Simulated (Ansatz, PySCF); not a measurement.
System: SiO, net charge 0, singlet state. 
Coordinates optimised at B3LYP-D3(BJ)/def2-TZVP (Ansatz, a program for electronic structure):
```
Si
O 1 1.5131
```

Total electronic energies in hartree. Cores are frozen in the correlated levels unless marked. Spin-orbit coupling is left out. No relativistic terms. CBS marks a two-point X^-3 extrapolation of the correlation energy; Hartree-Fock from the larger set (for Q and 5 zeta extrapolated as (X+1)exp(-9√X)). [CCSD(T)-MP2]/basis is that difference in the basis named.

```tsv
level	program	energy (Eh)
HF/def2-SVPD	Ansatz	-363.64501
RI-HF/def2-QZVPP	Ansatz	-363.85365
PBE0-D4/def2-TZVP	Ansatz + dftd4	-364.55885
PW6B95-D3(BJ)/def2-TZVPD	PySCF + dftd3	-365.10706
MP2/def2-TZVPP	Ansatz	-364.17653
MP2/def2-QZVPP	Ansatz	-364.21481
RI-MP2/CBS(def2-TZVPPD,def2-QZVPPD)	Ansatz	-364.2326
RI-MP2/CBS(def2-TZVPP,def2-QZVPP)+[CCSD(T)-MP2]/def2-QZVPP	Ansatz	-364.2507
CCSD(T)/CBS(cc-pV(Q+d)Z,cc-pV(5+d)Z)	Ansatz	-364.2514
```

Totals of different functionals don't rank their quality; only differences between species are comparable.
